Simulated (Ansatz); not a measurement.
# AlH3: taking an electron away

The task here is to estimate one member of a computed series from the others.

The runs use Ansatz 0.2.0, Gaussian basis; unrestricted cation, the program's frozen cores in correlated methods.

Plan: UKS PBE-D4/def2-TZVPP; UKS r2SCAN-D4/def2-TZVPP; UKS PBE0-D4/def2-TZVPP; UKS B3LYP-D4/def2-TZVPP; UKS wB97X-V/def2-TZVPP; UKS wB97M-V/def2-TZVPP; UKS B2PLYP/def2-TZVPP; UHF-CCSD(T)/def2-TZVPP; UHF-CCSD(T)/def2-QZVPP; extrapolation to the limit; then −ε(HOMO) from the neutral's earlier runs with LDA (SPW92), PBE-D4, revPBE-D4, BLYP-D4, r2SCAN-D4, B97M-V, PBE0-D4, B3LYP-D4, r2SCANh-D4, r2SCAN0-D4, HSE06-D4, BHLYP-D4, CAM-B3LYP-D4, LC-ωPBE, ωB97X-V, ωB97M-V.

**Structure used throughout**

All runs share one geometry, relaxed beforehand with PBE0-D4 in a triple-zeta def2 set.

SMILES `[AlH3]`, 4 atoms, charge 0, spin multiplicity 1.

Atoms are counted from 1 here; the program's logs count them from 0.

Bond lengths: Al1–H2 1.586 Å, Al1–H3 1.586 Å, Al1–H4 1.586 Å. Angles: H2–Al1–H3 120.0°, H2–Al1–H4 120.0°, H3–Al1–H4 120.0°.

The first run:

Input file in.yaml:

```yaml
crystal:
  periodic: [false, false, false]
  atoms:
    - {symbol: Al, position_ang: [0.013734, -0.014817, -0.005118]}
    - {symbol: H, position_ang: [0.633214, 0.670863, 1.283643]}
    - {symbol: H, position_ang: [-1.340838, -0.832004, 0.105076]}
    - {symbol: H, position_ang: [0.749390, 0.115658, -1.403901]}
basis:
  gaussian: {orbitals: def2-TZVPP}
total_charge: 1
magnetization: {spin_polarized: true, initial_magnetization: 1}
hamiltonian: {xc: pbe, dispersion: d4}
```

Steps of the session up to this table: Cation, UKS PBE-D4/def2-TZVPP; Cation, UKS r2SCAN-D4/def2-TZVPP; Cation, UKS PBE0-D4/def2-TZVPP; Cation, UKS B3LYP-D4/def2-TZVPP; Cation, UKS wB97X-V/def2-TZVPP; Cation, UKS wB97M-V/def2-TZVPP; Cation, UKS B2PLYP (frozen core)/def2-TZVPP; Cation, UHF-CCSD(T)/def2-TZVPP; Cation, UHF-CCSD(T)/def2-QZVPP.

One table of the session follows, with a row left open; its other results are not shown here.

Orbital estimates, from the neutral's runs:

| functional | −ε(HOMO) (eV) |
| --- | --- |
| LDA (SPW92) | 7.32 |
| PBE-D4 | 7.30 |
| revPBE-D4 | 7.29 |
| BLYP-D4 | 7.23 |
| r2SCAN-D4 | 7.62 |
| B97M-V | 7.73 |
| PBE0-D4 | 8.58 |
| B3LYP-D4 | 8.40 |
| r2SCANh-D4 | 8.09 |
| r2SCAN0-D4 | 8.78 |
| HSE06-D4 | 8.17 |
| BHLYP-D4 | 9.80 |
| CAM-B3LYP-D4 | 10.01 |
| LC-ωPBE | 11.42 |
| ωB97X-V | ? |
| ωB97M-V | 10.81 |

Q: Estimate the row for ωB97X-V from the others.

**Answer.** −ε(HOMO) (eV): 11.05. In the column «−ε(HOMO) (eV)» it lies between ωB97M-V (10.81) and LC-ωPBE (11.42).
